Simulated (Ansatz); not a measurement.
Process, species as SMILES: [PH2] (PH2) → 2 H atom + P atom
B3LYP-D3(BJ)/def2-TZVP geometries, fixed; electronic energies without zero-point terms.
Largest species:
```
P
H 1 1.4234
H 1 1.4234 2 91.73
```
Charge 0, spin multiplicity 2.

Basis-set convergence of the atomisation energy at MP2 with Ansatz (a quantum-chemistry and plane-wave program). All functions are spherical. Cores are frozen. Open shells are unrestricted. No added dispersion term, no relativity. Functions are those of the species that has most. Reference: Hartree-Fock in aug-cc-pV(Q+d)Z plus the correlation part extrapolated as X^-3 from aug-cc-pV(T+d)Z and aug-cc-pV(Q+d)Z, 147.71 kcal/mol, itself unsure by roughly 0.67 kcal/mol (a third of the extrapolation step and of the last Hartree-Fock step). Deviations are taken from unrounded values.

| basis | functions | atomisation energy (kcal/mol) | minus reference (kcal/mol) |
|---|---|---|---|
| 3-21G | 17 | 102.23 | -45.48 |
| 6-31G | 17 | 101.19 | -46.52 |
| pcseg-0 | 17 | 99.02 | -48.69 |
| def2-SV(P) | 22 | 118.22 | -29.49 |
| pcseg-1 | 28 | 132.03 | -15.68 |
| cc-pV(D+d)Z | 33 | 132.77 | -14.94 |
| aug-pcseg-1 | 45 | 133.64 | -14.06 |
| pcseg-2 | 62 | 142.99 | -4.72 |
| 6-311++G(3df,3pd) | 83 | 143.71 | -4.00 |
| aug-pcseg-2 | 96 | 143.26 | -4.45 |
| aug-cc-pV(T+d)Z | 101 | 143.38 | -4.32 |
| def2-QZVPP | 130 | 145.44 | -2.26 |
| def2-QZVPPD | 142 | 145.52 | -2.19 |
